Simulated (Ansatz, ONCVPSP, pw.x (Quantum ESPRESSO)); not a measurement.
## pw.x on bcc Hf: one setting changed

Potential: optimised norm-conserving Vanderbilt (ONCV), ONCVPSP 4.0.1.1 (patched build), PBEsol; core [Kr] 4d10 4f14, reference 5s2 5p6 5d2 6s2; waves: 5s+6s: rc 1.70 bohr, ncon 4, nbas 7, qcut 5.5 1/bohr, 2 projectors; 5p: rc 2.05 bohr, ncon 4, nbas 9, qcut 6.7 1/bohr, 2 projectors, debl 1 Ha; 5d: rc 2.80 bohr, ncon 4, nbas 8, qcut 5 1/bohr, 2 projectors, debl 2.5 Ha; local part: polynomial inside 1.30 bohr (lpopt 5, dvloc0 -2.5 Ha); core correction: none. In the p channel the program set the typed energies aside and used -1.308, 0.250 Ha.

The reference run (k-mesh 13³, cutoffs 90/360 Ry, Fermi–Dirac 0.01 Ry, mixing_beta 0.4, conv_thr 1e-9, no spin) gives -0.82 GPa at 21.370 Å³/atom, where all-electron LAPW gives 0.10 GPa. This run, with its own iteration cap, changes smearing to mp.

```
&control
  calculation='scf', prefix='x', pseudo_dir='./', outdir='./tmp', tstress=.true., disk_io='none'
/
&system
  ibrav=0, nat=1, ntyp=1, ecutwfc=90, ecutrho=360, nbnd=14,
  occupations='smearing', smearing='mp', degauss=0.01
/
&electrons
  conv_thr=1e-09, mixing_beta=0.4, electron_maxstep=50
/
ATOMIC_SPECIES
Hf 1.0 Hf.UPF
CELL_PARAMETERS angstrom
  -1.74816133 1.74816133 1.74816133
  1.74816133 -1.74816133 1.74816133
  1.74816133 1.74816133 -1.74816133
ATOMIC_POSITIONS crystal
Hf 0.0000 0.0000 0.0000
K_POINTS automatic
13 13 13 0 0 0
```

```bash
pw.x < Hf.scf.in > Hf.scf.out
```

**Question.** How does the run end?

**Answer.** It converges in 7 iterations; the free energy moves by +57.8 meV/atom and the pressure by -0.72 GPa. This scheme is built to cancel the term in the square of the width that Fermi–Dirac smearing leaves in the F of a metal.

```
Message from routine setup:
     using ibrav=0 with symmetry is DISCOURAGED, use correct ibrav instead
     lattice parameter (alat)  =       5.7219  a.u.
     unit-cell volume          =     144.2119 (a.u.)^3
     number of electrons       =        12.00
     number of Kohn-Sham states=           14
     kinetic-energy cutoff     =      90.0000  Ry
     charge density cutoff     =     360.0000  Ry
     scf convergence threshold =      1.0E-09
     Exchange-correlation= PBESOL
     number of k points=    84  Methfessel-Paxton smearing, width (Ry)=  0.0100
     iteration #  1     ecut=    90.00 Ry     beta= 0.40
     total energy              =     -99.40478593 Ry
     estimated scf accuracy    <       0.01383846 Ry
     iteration #  2     ecut=    90.00 Ry     beta= 0.40
     total energy              =     -99.40443982 Ry
     estimated scf accuracy    <       0.00251840 Ry
     iteration #  3     ecut=    90.00 Ry     beta= 0.40
     total energy              =     -99.40478272 Ry
     estimated scf accuracy    <       0.00008473 Ry
     iteration #  4     ecut=    90.00 Ry     beta= 0.40
     total energy              =     -99.40478809 Ry
     estimated scf accuracy    <       0.00000142 Ry
     iteration #  5     ecut=    90.00 Ry     beta= 0.40
     total energy              =     -99.40478858 Ry
     estimated scf accuracy    <       0.00000012 Ry
     iteration #  6     ecut=    90.00 Ry     beta= 0.40
     total energy              =     -99.40478859 Ry
     estimated scf accuracy    <          2.0E-09 Ry
     iteration #  7     ecut=    90.00 Ry     beta= 0.40
     the Fermi energy is    14.7950 ev
!    total energy              =     -99.40478860 Ry
     estimated scf accuracy    <          5.5E-11 Ry
     smearing contrib. (-TS)   =       0.00002801 Ry
     The total energy is F=E-TS. E is the sum of the following terms:
     one-electron contribution =     -22.21602875 Ry
     hartree contribution      =      14.02108012 Ry
     xc contribution           =     -11.89364304 Ry
     ewald contribution        =     -79.31622494 Ry
     convergence has been achieved in   7 iterations
          total   stress  (Ry/bohr**3)                   (kbar)     P=      -15.36
     Message from routine punch:
     Nothing written, as per user request (disk_io='none')
```

The run took about 14 s on one core of a shared host (Intel(R) Xeon(R) 6975P-C, 192 threads, 756 GiB, load 50).
